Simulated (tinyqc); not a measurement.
Orbital energy against energy difference: ionisation energy by orbital energies and by energy differences in the 6-31g basis, for CO, spin multiplicity 1. Computed by the program tinyqc with PySCF. The cation is unrestricted; errors are against CCSD(T) in this basis, not against experiment.

Geometry (angstrom):
```
atom       x       y       z
C     0.0000  0.0000  0.0000
O     0.0000  0.0000  1.0260
```

CCSD(T) difference in the same basis = 12.9057 eV

IP-EOM-CCSD = 13.0630 eV

First vertical ionisation energy (eV):
```
method   -e(HOMO)  E(cation) - E  error of -e(HOMO)  error of the difference
HF         14.630       12.76551              1.725                   -0.140
LDA         8.240       13.68909             -4.666                    0.783
PBE         8.210       13.49409             -4.696                    0.588
B3LYP       9.750       13.80361             -3.156                    0.898
PBE0       10.055       13.65837             -2.851                    0.753
LC-wPBE    13.169       13.79389              0.264                    0.888
```

Estimate the missing row, method = CAM-B3LYP.

Computed row:
```
method     -e(HOMO)  E(cation) - E  error of -e(HOMO)  error of the difference
CAM-B3LYP    11.622       13.86596             -1.284                    0.960
```

Koopmans errs by +1.72 eV and Delta-HF by -0.14 eV: relaxation, 1.86 eV, lowers the value and the missing correlation difference works against it. The PBE level is off by -4.7 eV through the wrong tail of its potential, though its energy difference is off by +0.59 eV; exact exchange deepens the level, and among the orbital energies LC-wPBE comes closest; among the differences HF does.
